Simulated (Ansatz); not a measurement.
Two shapes of triplet H₂O₃.

Shape 1:

```xyz
5

O    -0.0024    0.0196    0.0180
O    -0.6274    0.9584    0.0260
O     3.3300    0.0495    0.3557
H     3.7525    0.8113    0.5903
H     4.0245   -0.6116    0.2142
```

Shape 2:

```xyz
5

O     0.0536   -0.0420    0.1267
O    -0.8639    0.6406    0.1809
O     3.5240    0.3528    0.0838
H     3.4791    0.3162    1.0512
H     4.0829    1.0904   -0.1127
```

Basis set: def2-SVP (spherical functions). Left uncorrelated: 3 orbitals. Charge 0, multiplicity 3.

Computed with Ansatz (development build ahead of 0.2.0); each method stands on the lowest determinant of its kind that the runs found.

(1) Which shape is lower in energy, and by how much in each method?

Results:

(1)

| method | E(2) − E(1) (eV) |
| --- | --- |
| UHF | -0.099 |
| UHF-MP2 | -0.240 |

Shape 2 is lower. Caution for UHF-MP2: MP2 forces lie far from those of the mean fields.
